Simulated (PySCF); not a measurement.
# Working out the ionisation energy of F

F [He] 2s2 2p5 (2P) → F+ [He] 2s2 2p4 (3P). All numbers are calculated (PySCF 2.14, the non-relativistic Hamiltonian (point nucleus), in cc-pVDZ (3s2p1d, 14 functions)). Frozen: 1s2. Energies in hartree (1 hartree = 27.21139 eV):

```tsv
part	F (lower)	F+ (upper)
UHF	-99.375240	-98.800485
CCSD correlation	-0.151450	-0.112345
(T)	-0.000884	-0.000779
```

Q: What does Hartree-Fock give?

A: (-98.800485) − (-99.375240) = 0.574755 hartree = 15.640 eV.

Q: What do CCSD and CCSD(T) give?

A: The CCSD correlation energies differ by 0.039105 hartree = 1.064 eV and the triples by 0.000105 hartree = 0.003 eV, so CCSD gives 16.704 eV and CCSD(T) 16.707 eV.

Measured between the centres of the two terms (NIST): 17.427 eV, so CCSD(T) (valence) is off by -0.720 eV.

A double-zeta basis recovers only part of the correlation energy.

What remains against the reference includes basis incompleteness, the frozen core and higher excitations.
